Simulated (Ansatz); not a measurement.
```yaml
atoms:
  - { symbol: B, position_ang: [0.0214, -0.0316, -0.8753] }
  - { symbol: N, position_ang: [-0.0076, -0.0103, 0.7534] }
  - { symbol: H, position_ang: [0.0592, -1.1526, -1.2031] }
  - { symbol: H, position_ang: [-1.0558, 0.5454, -1.2921] }
  - { symbol: H, position_ang: [0.9555, 0.5447, -1.2198] }
  - { symbol: H, position_ang: [0.0627, 0.9496, 1.1183] }
  - { symbol: H, position_ang: [-0.8932, -0.5151, 1.0814] }
  - { symbol: H, position_ang: [0.8056, -0.4521, 1.0473] }
```

RHF-MP2 on singlet BNH6 was run in several spherical basis sets with Ansatz (development build ahead of 0.2.0). Frozen core: 2 orbitals.

Task: Rank the basis sets by the total energy that they give, lowest first, with the distance from the lowest.
A. 6-31G
B. STO-3G
C. cc-pVDZ
D. def2-SVP

Result: C (0.00 eV), D (1.74 eV), A (4.29 eV), B (33.44 eV).

Totals follow the description of the cores as much as that of the bonds, so this order isn't one of quality for chemistry.
